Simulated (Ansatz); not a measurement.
in.yaml

```yaml
crystal:
  periodic: [false, false, false]
  atoms:
    - {symbol: Si, position_ang: [0.000000, 0.000000, 0.000000]}
    - {symbol: B, position_ang: [0.000000, 0.000000, 2.370000]}
basis:
  gaussian: {orbitals: def2-mTZVP, fitting: {mean_field: def2-universal-jkfit}, point_charges: [{charge: 1.00, position_ang: [2.733, 0.670, -0.733]}]}
magnetization: {spin_polarized: true, initial_magnetization: 1}
correlation: {method: bccd_t, electrons: all, diis_vectors: 4}
```

```sh
$ ansatz run in.yaml --threads 1 --pin off --events-out ev --progress --plain --max-ram 2393MiB
```

The program prints:

```
203 factors; integrals over basis functions are off by at most 1.7e-1 eV
mean field evaluation 1: about -8526.2478 eV, gradient 9.5e0 eV
mean field evaluation 2: about -8526.8772 eV, gradient 8.9e0 eV
mean field evaluation 4: about -8527.7559 eV, gradient 1.0e0 eV
mean field evaluation 8: about -8527.9123 eV, gradient 8.1e-1 eV
mean field evaluation 16: about -8527.1617 eV, gradient 9.0e0 eV
mean field evaluation 32: about -8527.8362 eV, gradient 1.0e0 eV
mean field evaluation 64: about -8529.2527 eV, gradient 1.3e0 eV
mean field evaluation 96: about -8529.4412 eV, gradient 1.6e-1 eV
mean field evaluation 128: about -8527.4515 eV, gradient 2.3e0 eV
mean field evaluation 160: about -8529.0927 eV, gradient 1.9e0 eV
...
cycle  23  -4.82313426 eV  change   -1.8e-5 eV  update   1.0e-4
cycle  24  -4.82314354 eV  change   -9.3e-6 eV  update   9.2e-5
cycle  25  -4.82314452 eV  change   -9.8e-7 eV  update   8.0e-5
cycle  26  -4.82316194 eV  change   -1.7e-5 eV  update   6.9e-5
cycle  27  -4.82316089 eV  change    1.0e-6 eV  update   6.2e-5
cycle  28  -4.82316854 eV  change   -7.6e-6 eV  update   5.1e-5
cycle  29  -4.82316816 eV  change    3.8e-7 eV  update   3.8e-5
cycle  30  -4.82316879 eV  change   -6.4e-7 eV  update   3.2e-5
cycle  31  -4.82317923 eV  change   -1.0e-5 eV  update   2.4e-5
cycle  32  -4.82317813 eV  change    1.1e-6 eV  update   1.7e-5
perturbative correction -0.25481793 eV, -0.0093643861 hartree
Total energy: -8534.32099881 eV, -313.6305119358 hartree
```

Ran on 1 thread of Arm Neoverse V1, shared host: 30 s wall, 0.13 GiB peak host memory.
